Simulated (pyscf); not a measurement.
**Four-centre exchange: H₂Se (SMILES [SeH2]) + GeH₄ (SMILES [GeH4]) -> H₃Ge–SeH (SMILES [GeH3][SeH]) + H₂ (SMILES [H][H])**

Gas phase, singlet surface, charge 0. Bonds broken: Se1–H2, Ge4–H5. Bonds formed: Se1–Ge4, H2–H5. Single points on ωB97X-D3(BJ)/def2-SVP structures (PySCF, gas phase).

Transition state (Å):

```xyz
8

Se     0.2292    -1.4434     0.6506
H     -0.9919    -0.0605     0.7731
H     -0.8608    -2.3164     0.1977
Ge    -0.5784     0.5610    -1.0969
H     -1.5173     0.6804     0.4684
H     -1.7198     1.4958    -1.5858
H      0.6672     1.3724    -0.7573
H     -0.4524    -0.5028    -2.1963
```

One imaginary mode, 1528i cm⁻¹; descent along it reached the two sides named.

```
bond     change  reactant side (Å)  saddle  product side
-------  ------  -----------------  ------  ------------
Se1–H2   breaks              1.465   1.849           3.2
Ge4–H5   breaks              1.535   1.829           3.6
Se1–Ge4   forms                3.8     2.8         2.344
H2–H5     forms                3.1   0.958         0.761
```

Electronic energies relative to the separated reactants (kcal/mol):

| level | barrier | reaction energy | reverse barrier |
|---|---|---|---|
| ωB97X-D3(BJ)/def2-TZVP | 50.7 | -12.1 | 62.8 |
| PBE/def2-TZVP | 43.1 | -8.2 | 51.4 |
| r²SCAN/def2-TZVP | 46.3 | -8.9 | 55.3 |
| B3LYP-D3(BJ)/def2-TZVP | 48.8 | -8.5 | 57.3 |
| PBE0-D3(BJ)/def2-TZVP | 46.3 | -8.9 | 55.1 |
| M06-2X/def2-TZVP | 48.2 | -11.5 | 59.7 |
| ωB97M-D3(BJ)/def2-TZVP | 53.3 | -7.0 | 60.3 |
| HF/def2-TZVP | 70.0 | -4.9 | 74.9 |

With ωB97M-D3(BJ)/def2-TZVP energies and thermal terms (ideal gas, 1 atm, RRHO with modes under 100 cm⁻¹ raised to 100, one conformer, R ln 2 for chiral ones without a mode under 150 cm⁻¹), in kcal/mol:

```tsv
T (K)	ΔH‡	ΔG‡	ΔH	ΔG
298	52.1	60.4	-7.8	-7.4
600	52.6	68.6	-6.6	-7.4
900	53.4	76.5	-5.7	-8.0
1200	54.3	84.0	-5.2	-8.9
```

One saddle was located; it need not be the lowest between these sides. Elements up to Kr have no core potential and no relativistic terms here.
